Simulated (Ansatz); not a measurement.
# BH₂, doublet along the angle H2-B1-H3

Starting geometry (PBE0/def2-TZVP stationary point for this spin, not checked as a minimum):

```yaml
atoms:
  - { symbol: B, position_ang: [0.0000, -0.0800, 0.0000] }
  - { symbol: H, position_ang: [0.0000, 0.4291, -1.0770] }
  - { symbol: H, position_ang: [0.0000, 0.4291, 1.0770] }
```

From there the angle named below is changed in its plane at fixed bond lengths, both arms turning rigidly about the middle atom; atoms are numbered as listed. Energies are in kcal/mol, counted from the starting geometry at the same level.

Basis aug-cc-pVDZ; Ansatz 0.2.0. Correlated methods freeze the noble-gas cores. R marks a restricted (for open shells ROHF) determinant, U an unrestricted one. Active spaces: valence = (5e, 6o) chosen from the atoms' valence shells.

Runs in a small pair space aren't shown, since their orbitals change along the scan.

Full CI is exact within this basis and frozen core; it isn't the basis-set limit. The frozen core follows each run's orbitals, which can shift R against U totals by a few meV.

```json
{"angle H2-B1-H3 (°)": "67.6", "full CI": "45.6", "unpaired electrons (full CI)": "1.03", "error RHF": "3.4", "error RMP2": "0.6", "error RCCSD(T)": "0.1", "error RCCSDT(Q)": "0.0", "error UCCSDT(Q)": "0.0", "error NEVPT2 (valence space)": "-0.3"}
{"angle H2-B1-H3 (°)": "86.0", "full CI": "20.5", "unpaired electrons (full CI)": "1.02", "error RHF": "1.1", "error RMP2": "0.2", "error RCCSD(T)": "0.0", "error RCCSDT(Q)": "0.0", "error UCCSDT(Q)": "0.0", "error NEVPT2 (valence space)": "-0.2"}
{"angle H2-B1-H3 (°)": "107.4", "full CI": "4.5", "unpaired electrons (full CI)": "1.02", "error RHF": "-0.1", "error RMP2": "0.0", "error RCCSD(T)": "0.0", "error RCCSDT(Q)": "0.0", "error UCCSDT(Q)": "0.0", "error NEVPT2 (valence space)": "0.0"}
{"angle H2-B1-H3 (°)": "122.5", "full CI": "0.3", "unpaired electrons (full CI)": "1.02", "error RHF": "-0.2", "error RMP2": "0.0", "error RCCSD(T)": "0.0", "error RCCSDT(Q)": "0.0", "error UCCSDT(Q)": "0.0", "error NEVPT2 (valence space)": "0.0"}
{"angle H2-B1-H3 (°)": "129.4", "full CI": "0.0", "unpaired electrons (full CI)": "1.02", "error RHF": "0.0", "error RMP2": "0.0", "error RCCSD(T)": "0.0", "error RCCSDT(Q)": "0.0", "error UCCSDT(Q)": "0.0", "error NEVPT2 (valence space)": "0.0"}
{"angle H2-B1-H3 (°)": "142.0", "full CI": "1.3", "unpaired electrons (full CI)": "1.02", "error RHF": "0.6", "error RMP2": "0.1", "error RCCSD(T)": "0.0", "error RCCSDT(Q)": "0.0", "error UCCSDT(Q)": "0.0", "error NEVPT2 (valence space)": "0.0"}
{"angle H2-B1-H3 (°)": "154.1", "full CI": "4.1", "unpaired electrons (full CI)": "1.02", "error RHF": "1.5", "error RMP2": "0.3", "error RCCSD(T)": "0.0", "error RCCSDT(Q)": "0.0", "error UCCSDT(Q)": "0.0", "error NEVPT2 (valence space)": "-0.1"}
{"angle H2-B1-H3 (°)": "180.0", "full CI": "8.6", "unpaired electrons (full CI)": "1.02", "error RHF": "3.4", "error RMP2": "0.5", "error RCCSD(T)": "0.0", "error RCCSDT(Q)": "0.0", "error UCCSDT(Q)": "0.0", "error NEVPT2 (valence space)": "-0.5"}
```

Unpaired electrons are Σ n²(2−n)² over natural occupations. Errors are those of relative energies. In total energy the starting point itself misses full CI by: RHF 57.7, RMP2 13.9, RCCSD(T) 0.3, RCCSDT(Q) 0.0, UCCSDT(Q) 0.0, NEVPT2 (valence space) 10.5 kcal/mol.

Spread of the error over the points with a reference, to 180.0 ° (largest less smallest): RCCSDT(Q) 0.0, UCCSDT(Q) 0.0, RCCSD(T) 0.1, NEVPT2 (valence space) 0.5, RMP2 0.7, RHF 3.6 kcal/mol.
